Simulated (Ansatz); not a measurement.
## Relaxing chlorine (Cl2 molecule)

Level of theory: Ansatz, DFT, LDA (PW92), plane waves (420 eV) with PAW, scalar-relativistic. (PAW data from PBE, frozen cores regenerated.)

k-point mesh 1×1×1, Fermi-Dirac smearing 0.01 eV, no spin polarisation. The box is fixed.

Starting structure:

```
Cl
1.0
    12.00000    0.00000    0.00000
     0.00000   12.30000    0.00000
     0.00000    0.00000   12.60000
Cl
2
Direct
  0.50000 0.50000 0.42063
  0.50000 0.50000 0.57937
```

Problem. What is the relaxed bond length?

Solution. 1.980 Å (start 2.000 Å).
